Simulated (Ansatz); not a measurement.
The input, for Ansatz 0.2.0:

```yaml
crystal:
  periodic: [false, false, false]
  atoms:
    - {symbol: Si, position_ang: [0.000000, 0.000000, 0.000000]}
    - {symbol: O, position_ang: [0.000000, 0.000000, 1.878000]}
basis:
  gaussian: {orbitals: 6-31G}
magnetization: {spin_polarized: false}
hamiltonian: {pseudopotentials: {relativity: scalar}}
correlation: {method: sc_nevpt2, electrons: outside_noble_gas}
scf: {lower_state_search: full}
```

```sh
$ ansatz run in.yaml --threads 1 --pin off --events-out ev --progress --plain --max-ram 2393MiB
```

Problem. One thing in this input was set wrong on purpose, beside settings that are merely unusual. What is the gravest fault, and what does the program do?

Solution. Method needs an active space. How the run ends: refused.
```
Error: this correlation method needs an active space: name one as the reference
```
